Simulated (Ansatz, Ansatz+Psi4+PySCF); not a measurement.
```xyz
2

Cl    0.0000    0.0000   -0.5234
F     0.0000    0.0000    0.9886
```

Basis set: cc-pVTZ (spherical functions). Left uncorrelated: 6 orbitals. Charge 0, multiplicity 1.

Computed with Ansatz (development build ahead of 0.2.0); each method stands on the lowest determinant of its kind that the runs found. Restricted open shells among the atoms or ions are ROHF, correlated in semicanonical orbitals with singles.

Give the atomization energy at this shape (free ground-state atoms in the same class of orbitals less the molecule, no zero-point energy) of singlet ClF by RHF-MP2, RHF.

```tsv
method	atomization energy
RHF-MP2	224.1 kJ/mol
RHF	42.7 kJ/mol
```

Caution: the shape is not the minimum.
